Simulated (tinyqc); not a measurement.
Worked calculation: RHF in the sto-6g basis, for H2O, spin multiplicity 1. One step of it, computed by the program tinyqc.

Task: Iteration 1: building the Fock matrix. J_ij = sum D_kl (ij|kl), K_ij = sum D_kl (ik|jl); F = H + J - 0.5 K; E = tr D H + tr D J / 2 - 0.25 tr D K + E_nn.

D at the start, lower triangle:
```
,1O 1s,1O 2s,1O 2px,1O 2py,1O 2pz,2H 1s,3H 1s
1O 1s,2.128293
1O 2s,-0.597915,2.768020
1O 2px,0.000000,0.000000,2.000000
1O 2py,0.000000,0.000000,0.000000,2.433739
1O 2pz,-0.051552,0.329615,0.000000,0.000000,2.161487
2H 1s,0.091994,-0.412676,0.000000,-0.415149,-0.235770,0.148763
3H 1s,0.091994,-0.412676,0.000000,0.415149,-0.235770,0.007131,0.148763
```

core Hamiltonian H = T + V (hartree), lower triangle:
```
,1O 1s,1O 2s,1O 2px,1O 2py,1O 2pz,2H 1s,3H 1s
1O 1s,-33.037509
1O 2s,-7.303042,-9.249166
1O 2px,0.000000,0.000000,-7.476281
1O 2py,0.000000,0.000000,0.000000,-7.650777
1O 2pz,-0.018188,-0.202327,0.000000,0.000000,-7.553155
2H 1s,-1.765839,-3.733495,0.000000,-2.135492,-1.478898,-5.065633
3H 1s,-1.765839,-3.733495,0.000000,2.135492,-1.478898,-1.455357,-5.065633
```

Two-electron integrals (ij|kl) in chemists' order, unique and non-zero (hartree):
```
i,j,k,l,(ij|kl)
1,1,1,1,4.787491
2,1,1,1,0.675884
2,1,2,1,0.121505
2,2,1,1,1.117379
2,2,2,1,0.249212
2,2,2,2,0.817383
3,1,3,1,0.025762
3,2,3,1,0.039145
3,2,3,2,0.180664
3,3,1,1,1.117381
3,3,2,1,0.249212
3,3,2,2,0.817382
3,3,3,3,0.880663
4,1,4,1,0.025762
4,2,4,1,0.039145
4,2,4,2,0.180664
4,3,4,3,0.047461
4,4,1,1,1.117381
4,4,2,1,0.249212
4,4,2,2,0.817382
4,4,3,3,0.785741
4,4,4,4,0.880663
5,1,5,1,0.025762
5,2,5,1,0.039145
5,2,5,2,0.180664
5,3,5,3,0.047461
5,4,5,4,0.047461
5,5,1,1,1.117381
5,5,2,1,0.249212
5,5,2,2,0.817382
5,5,3,3,0.785741
5,5,4,4,0.785741
5,5,5,5,0.880663
6,1,1,1,0.173313
6,1,2,1,0.029850
6,1,2,2,0.059841
6,1,3,3,0.059711
6,1,4,1,0.001213
6,1,4,2,0.002363
6,1,4,4,0.059982
6,1,5,1,0.000805
6,1,5,2,0.001569
6,1,5,4,0.000180
6,1,5,5,0.059830
6,1,6,1,0.007475
6,2,1,1,0.404043
6,2,2,1,0.091291
6,2,2,2,0.329388
6,2,3,3,0.324049
6,2,4,1,0.006057
6,2,4,2,0.043850
6,2,4,4,0.335168
6,2,5,1,0.004020
6,2,5,2,0.029105
6,2,5,4,0.007380
6,2,5,5,0.328947
6,2,6,1,0.022521
6,2,6,2,0.162147
6,3,3,1,0.010363
6,3,3,2,0.057587
6,3,4,3,0.009138
6,3,5,3,0.006065
6,3,6,3,0.023509
6,4,1,1,0.236171
6,4,2,1,0.054140
6,4,2,2,0.208368
6,4,3,3,0.198865
6,4,4,1,0.013558
6,4,4,2,0.084098
6,4,4,4,0.224245
6,4,5,1,0.002120
6,4,5,2,0.017596
6,4,5,4,0.010780
6,4,5,5,0.201995
6,4,6,1,0.013999
6,4,6,2,0.124753
6,4,6,4,0.118578
6,5,1,1,0.156756
6,5,2,1,0.035935
6,5,2,2,0.138302
6,5,3,3,0.131994
6,5,4,1,0.002120
6,5,4,2,0.017596
6,5,4,4,0.136710
6,5,5,1,0.011771
6,5,5,2,0.069266
6,5,5,4,0.012268
6,5,5,5,0.146202
6,5,6,1,0.009292
6,5,6,2,0.082803
6,5,6,4,0.063101
6,5,6,5,0.065392
6,6,1,1,0.532187
6,6,2,1,0.122467
6,6,2,2,0.503386
6,6,3,3,0.483052
6,6,4,1,0.010995
6,6,4,2,0.107144
6,6,4,4,0.525398
6,6,5,1,0.007298
6,6,5,2,0.071116
6,6,5,4,0.028107
6,6,5,5,0.501707
6,6,6,1,0.030565
6,6,6,2,0.307283
6,6,6,4,0.270303
6,6,6,5,0.179411
6,6,6,6,0.774999
7,1,1,1,0.173313
7,1,2,1,0.029850
7,1,2,2,0.059841
7,1,3,3,0.059711
7,1,4,1,-0.001213
7,1,4,2,-0.002363
7,1,4,4,0.059982
7,1,5,1,0.000805
7,1,5,2,0.001569
7,1,5,4,-0.000180
7,1,5,5,0.059830
7,1,6,1,0.007352
7,1,6,2,0.021696
7,1,6,4,0.012234
7,1,6,5,0.008946
7,1,6,6,0.028974
7,1,7,1,0.007475
7,2,1,1,0.404043
7,2,2,1,0.091291
7,2,2,2,0.329388
7,2,3,3,0.324049
7,2,4,1,-0.006057
7,2,4,2,-0.043850
7,2,4,4,0.335168
7,2,5,1,0.004020
7,2,5,2,0.029105
7,2,5,4,-0.007380
7,2,5,5,0.328947
7,2,6,1,0.021696
7,2,6,2,0.130507
7,2,6,4,0.069163
7,2,6,5,0.064661
7,2,6,6,0.202220
7,2,7,1,0.022521
7,2,7,2,0.162147
7,3,3,1,0.010363
7,3,3,2,0.057587
7,3,4,3,-0.009138
7,3,5,3,0.006065
7,3,6,3,0.018288
7,3,7,3,0.023509
7,4,1,1,-0.236171
7,4,2,1,-0.054140
7,4,2,2,-0.208368
7,4,3,3,-0.198865
7,4,4,1,0.013558
7,4,4,2,0.084098
7,4,4,4,-0.224245
7,4,5,1,-0.002120
7,4,5,2,-0.017596
7,4,5,4,0.010780
7,4,5,5,-0.201995
7,4,6,1,-0.012234
7,4,6,2,-0.069163
7,4,6,4,-0.018840
7,4,6,5,-0.033482
7,4,6,6,-0.094696
7,4,7,1,-0.013999
7,4,7,2,-0.124753
7,4,7,4,0.118578
7,5,1,1,0.156756
7,5,2,1,0.035935
7,5,2,2,0.138302
7,5,3,3,0.131994
7,5,4,1,-0.002120
7,5,4,2,-0.017596
7,5,4,4,0.136710
7,5,5,1,0.011771
7,5,5,2,0.069266
7,5,5,4,-0.012268
7,5,5,5,0.146202
7,5,6,1,0.008946
7,5,6,2,0.064661
7,5,6,4,0.033482
7,5,6,5,0.049825
7,5,6,6,0.109752
7,5,7,1,0.009292
7,5,7,2,0.082803
7,5,7,4,-0.063101
7,5,7,5,0.065392
7,6,1,1,0.146347
7,6,2,1,0.033338
7,6,2,2,0.128784
7,6,3,3,0.126159
7,6,4,4,0.128956
7,6,5,1,0.002397
7,6,5,2,0.019994
7,6,5,5,0.131238
7,6,6,1,0.008115
7,6,6,2,0.061376
7,6,6,4,0.040737
7,6,6,5,0.035253
7,6,6,6,0.116732
7,6,7,1,0.008115
7,6,7,2,0.061376
7,6,7,4,-0.040737
7,6,7,5,0.035253
7,6,7,6,0.027852
7,7,1,1,0.532187
7,7,2,1,0.122467
7,7,2,2,0.503386
7,7,3,3,0.483052
7,7,4,1,-0.010995
7,7,4,2,-0.107144
7,7,4,4,0.525398
7,7,5,1,0.007298
7,7,5,2,0.071116
7,7,5,4,-0.028107
7,7,5,5,0.501707
7,7,6,1,0.028974
7,7,6,2,0.202220
7,7,6,4,0.094696
7,7,6,5,0.109752
7,7,6,6,0.327198
7,7,7,1,0.030565
7,7,7,2,0.307283
7,7,7,4,-0.270303
7,7,7,5,0.179411
7,7,7,6,0.116732
7,7,7,7,0.774999
```

nuclear repulsion = 9.18311035 hartree

Give: Coulomb J; exchange K; Fock matrix F; total energy of this density.

Result:

Coulomb J (hartree), lower triangle:
```
,1O 1s,1O 2s,1O 2px,1O 2py,1O 2pz,2H 1s,3H 1s
1O 1s,18.860
1O 2s,3.400,8.887
1O 2px,0.000,0.000,8.892
1O 2py,0.000,0.000,0.000,8.881
1O 2pz,0.004,-0.006,0.000,0.000,8.887
2H 1s,0.839,3.469,0.000,2.146,1.421,5.072
3H 1s,0.839,3.469,0.000,-2.146,1.421,1.327,5.072
```

exchange K (hartree), lower triangle:
```
,1O 1s,1O 2s,1O 2px,1O 2py,1O 2pz,2H 1s,3H 1s
1O 1s,9.901
1O 2s,1.598,2.854
1O 2px,0.000,0.000,2.383
1O 2py,0.000,0.000,0.000,2.368
1O 2pz,0.001,0.000,0.000,0.000,2.374
2H 1s,0.422,0.977,0.000,0.450,0.298,0.500
3H 1s,0.422,0.977,0.000,-0.450,0.298,0.294,0.500
```

Fock matrix F (hartree), lower triangle:
```
,1O 1s,1O 2s,1O 2px,1O 2py,1O 2pz,2H 1s,3H 1s
1O 1s,-19.128
1O 2s,-4.702,-1.789
1O 2px,0.000,0.000,0.225
1O 2py,0.000,0.000,0.000,0.047
1O 2pz,-0.014,-0.208,0.000,0.000,0.147
2H 1s,-1.137,-0.753,0.000,-0.214,-0.206,-0.244
3H 1s,-1.137,-0.753,0.000,0.214,-0.206,-0.276,-0.244
```

total energy of this density = -73.95756 hartree

This density is the starting one.
